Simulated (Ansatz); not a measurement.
**Worked example: correlation energy of [Cl···H···CH2], triplet**

Geometry: a point of a hydrogen-transfer path between rigid fragments, not a stationary point.

```csv
atom,x (Å),y (Å),z (Å)
Cl,-0.8843,0.0000,0.0000
H,1.0127,0.0000,0.0000
C,2.1027,0.0000,0.0000
H,2.5172,0.0000,0.9962
H,2.5172,0.0000,-0.9962
```

Basis cc-pVDZ; Ansatz 0.2.0. Only valence electrons are correlated (noble-gas cores frozen), which leaves 14 electrons in 41 orbitals. R marks a restricted (for open shells ROHF) determinant, U an unrestricted one.

Full CI isn't at hand for all of this; UCCSDT(Q) serves as the reference, and is uncertain by about the last step of the cluster series.

Runs differ by some tens of microhartree through their thresholds and, for an open shell, their frozen cores, so steps under 0.03 kcal/mol mean nothing.

```csv
level,total energy (hartree)
UHF,-499.016344
UMP2,-499.260010
UCCSD,-499.298932
UCCSD(T),-499.303514
UCCSDT,-499.304202
UCCSDT(Q),-499.304515
```

What is the correlation energy at UCCSDT(Q), and what share of it do UMP2 and UCCSD recover?

E(corr) = -499.304515 − (-499.016344) = -0.288171 hartree = -7.842 eV. UMP2: -0.243666 / -0.288171 = 84.56 %. UCCSD: -0.282588 / -0.288171 = 98.06 %.

By how many kcal/mol does UCCSD(T) miss UCCSDT(Q) (1 hartree = 627.509 kcal/mol), and which steps make up the rest?

-499.303514 − (-499.304515) = 0.001001 hartree = 0.63 kcal/mol. Steps: UCCSDT − UCCSD(T) = -0.43, UCCSDT(Q) − UCCSDT = -0.20 kcal/mol. That is within 1 kcal/mol of the reference in this basis, which itself misses far more of the correlation at the basis-set limit.
